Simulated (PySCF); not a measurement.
Geometries of 6 isomers of C3H7NO, from PBE0-D3(BJ)/def2-SVP geometry optimisation, gas phase in PySCF. One conformer each, no zero-point energy, no frequencies.

**Question.** Which isomer lies lowest at this level?
A.
```xyz
12
angstrom
C     -1.684   -0.131   -0.182
C     -0.226   -0.541   -0.196
C      0.695    0.574    0.274
N      2.023    0.326    0.109
O      0.283    1.602    0.770
H     -1.865    0.707   -0.870
H     -1.979    0.209    0.820
H     -2.333   -0.968   -0.477
H      0.091   -0.864   -1.203
H     -0.057   -1.410    0.465
H      2.367   -0.527   -0.305
H      2.685    1.022    0.426
```
B.
```xyz
12
angstrom
C      1.866    0.091    0.306
N      0.531   -0.397    0.079
C     -0.525    0.459    0.050
C     -1.872   -0.173   -0.229
O     -0.386    1.655    0.214
H      2.134    0.863   -0.432
H      1.966    0.547    1.304
H      2.578   -0.741    0.225
H      0.375   -1.386   -0.046
H     -2.624    0.317    0.404
H     -1.897   -1.258   -0.056
H     -2.146    0.024   -1.276
```
C.
```xyz
12
angstrom
C      1.335    0.049    0.321
N     -0.052    0.128   -0.040
C     -0.839   -1.077    0.011
C     -0.631    1.299   -0.421
O     -1.789    1.443   -0.736
H      1.793    1.046    0.248
H      1.462   -0.312    1.357
H      1.889   -0.635   -0.346
H     -1.866   -0.821   -0.280
H     -0.444   -1.840   -0.681
H     -0.844   -1.503    1.029
H      0.103    2.142   -0.411
```
D.
```xyz
12
angstrom
C     -1.700   -0.318   -0.064
O     -0.341   -0.650   -0.156
C      0.563    0.360   -0.157
C      1.949   -0.191   -0.241
N      0.329    1.604   -0.092
H     -2.258   -1.263   -0.057
H     -1.924    0.235    0.866
H     -2.033    0.287   -0.925
H      2.051   -0.818   -1.140
H      2.151   -0.833    0.629
H      2.670    0.632   -0.273
H     -0.670    1.811   -0.038
```
E.
```xyz
12
angstrom
C     -1.402   -0.274   -0.562
C     -0.479    0.556    0.316
N      0.913    0.465   -0.062
C      1.744   -0.466    0.467
O      1.436   -1.264    1.322
H     -1.346    0.040   -1.616
H     -1.128   -1.337   -0.504
H     -2.447   -0.171   -0.233
H     -0.545    0.210    1.358
H     -0.776    1.617    0.304
H      1.260    1.037   -0.821
H      2.771   -0.412    0.030
```
F.
```xyz
12
angstrom
C      2.269   -0.138   -0.012
N      0.846   -0.057   -0.158
C      0.090   -0.906    0.393
C     -1.390   -0.770    0.205
O     -1.705    0.324   -0.578
H      2.606   -0.987    0.614
H      2.648    0.798    0.430
H      2.738   -0.224   -1.005
H      0.468   -1.747    1.009
H     -1.858   -0.708    1.211
H     -1.766   -1.719   -0.235
H     -0.840    0.712   -0.804
```

**Answer.** A. That is propanamide (`CCC(N)=O`), 5.0 kcal/mol below the next.

```csv
SMILES,atoms numbered as above,E (Eh),relative (kcal/mol),relative (kJ/mol),dipole (D)
CCC(N)=O,[CH3:1][CH2:2][C:3]([NH2:4])=[O:5],-248.07231,0.0,0.0,3.69
CNC(C)=O,[CH3:1][NH:2][C:3]([CH3:4])=[O:5],-248.06440,5.0,20.8,3.76
CCNC=O,[CH3:1][CH2:2][NH:3][CH:4]=[O:5],-248.05907,8.3,34.8,3.74
CN(C)C=O,[CH3:1][N:2]([CH3:3])[CH:4]=[O:5],-248.05156,13.0,54.5,3.80
[H]/N=C(/C)OC,[H]/[N:5]=[C:3](\[O:2][CH3:1])[CH3:4],-248.02989,26.6,111.4,2.20
C/N=C/CO,[CH3:1]/[N:2]=[CH:3]/[CH2:4][OH:5],-248.01406,36.6,152.9,3.08
```

As drawn, the lowest has a C=O bond, an N–H bond and a C(=O)–N unit, which the highest lacks; the highest has a C=N bond and an O–H bond, which the lowest lacks.
